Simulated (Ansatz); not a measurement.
Relaxation of AlH₃ (4 atoms, charge 0, multiplicity 1), to a largest force component of 0.03 eV/Å in at most 50 steps.

The calculation used RKS PBE-D4/def2-SVP in Ansatz.

```xyz
4
Properties=species:S:1:pos:R:3
Al -0.079 0.351 -1.217
H 1.078 -0.206 1.226
H 1.680 -0.008 0.877
H -1.110 -0.137 0.021
```

**Question.** Where does it end, and by what steps?

**Answer.** The forces met the threshold. After 5 steps the energy has fallen by 0.088 eV; H2 moved furthest, 0.30 Å.

```tsv
step	energy less start (eV)	largest force component (eV/Å)	accepted
0	0.0000	1.624	yes
1	-0.0774	0.364	yes
2	-0.0701	0.346	no
3	-0.0837	0.293	yes
4	-0.0873	0.079	yes
5	-0.0882	0.024	yes
```

```xyz
4
Properties=species:S:1:pos:R:3
Al 0.129 0.327 -1.025
H 0.845 -0.174 1.042
H 1.546 0.012 0.715
H -0.951 -0.164 0.174
```

The run took 3.2 s on 1 thread of Arm Neoverse V1, with other jobs on the host, peak memory 0.085 GiB.
